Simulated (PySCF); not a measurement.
PBE against other levels and measurement: rock-salt LiCl

Programs: PySCF.

### Question
For which of these properties of rock-salt LiCl does PBE miss the measurement, in which direction and by how much: lattice constant a, bulk modulus, band gap?

### Answer
PBE is well off the measurement for the lattice constant a (+1.72 %, at least halved by CCSD(T)); bulk modulus (-18.1 %, at least halved by CCSD(T)); band gap (-3.13 eV, at least halved by PBE0, G0W0@PBE).

```json
[
 {"property": "lattice constant a (Å)", "PBE": "5.157", "PBE0": "5.110", "G0W0@PBE": "–", "CCSD(T)": "5.061", "reference": "5.07 (5.056–5.072)", "PBE less reference": "+1.72 %"},
 {"property": "bulk modulus B0 (GPa)", "PBE": "31.7", "PBE0": "34.0", "G0W0@PBE": "–", "CCSD(T)": "35.7", "reference": "38.7", "PBE less reference": "-18.1 %"},
 {"property": "band gap (eV), at the measured cell", "PBE": "6.27", "PBE0": "8.45", "G0W0@PBE": "8.91", "CCSD(T)": "–", "reference": "9.4", "PBE less reference": "-3.13 eV"}
]
```

Low-temperature values still hold zero-point motion unless their source removed it.

Called good within 0.30 % for the lattice constant a, 5.0 % for the bulk modulus, 0.10 eV for the band gap (and a fifth of it).

Called well off beyond 0.69 % for the lattice constant a, 12.5 % for the bulk modulus, 1.65 eV for the band gap (bounds picked here from the quality of each reference).

Brackets give the range of the sources taken for a reference, where it is wide.

Differences are worked out from the printed values.

The references are measured values: lattice constant a corrected to a static lattice, bulk modulus corrected to a static lattice, band gap low temperature.

Unless a row names a cell, each level is at its own relaxed cell.

Density-functional gaps are differences of (generalised) Kohn–Sham levels.

References as tabulated in Mejia-Rodriguez and Trickey (2018), arXiv:1807.09216; Chen et al. (2018), doi:10.1103/physrevmaterials.2.073803.
